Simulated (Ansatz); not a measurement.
```yaml
crystal:
  periodic: [false, false, false]
  atoms:
    - {symbol: Al, position_ang: [0.000000, 0.000000, 0.000000]}
    - {symbol: Br, position_ang: [0.000000, 0.000000, 2.241300]}
basis:
  gaussian: {orbitals: def2-TZVP}
hamiltonian: {xc: pbe0}
relax: {f_tol: 0.004, max_steps: 80}
```

```sh
$ ansatz run in.yaml --threads 1 --pin off --events-out ev --progress --plain --max-ram 2176MiB
```

Steps of the relaxation (energy above the last step; positions in Å, forces in eV/Å):

```
2
step 1, 33.8 meV
Al    0.000    0.000    0.000    0.000    0.000   -0.920
Br    0.000    0.000    2.241    0.000    0.000    0.920
```

```
2
step 2, 2.0 meV
Al    0.000    0.000   -0.029    0.000    0.000   -0.207
Br    0.000    0.000    2.270    0.000    0.000    0.207
```

```
2
step 3, 0.0 meV
Al    0.000    0.000   -0.038    0.000    0.000   -0.012
Br    0.000    0.000    2.279    0.000    0.000    0.012
```

```
2
step 4, 0.0 meV
Al    0.000    0.000   -0.039    0.000    0.000    0.000
Br    0.000    0.000    2.280    0.000    0.000    0.000
```

Close pairs at the end: Al1–Br2 2.319 Å.

A stationary point of restricted PBE0 after 4 steps (its stability towards spin polarisation wasn't tested). 7 s on 1 thread of Intel Xeon Platinum 8375C, shared host.
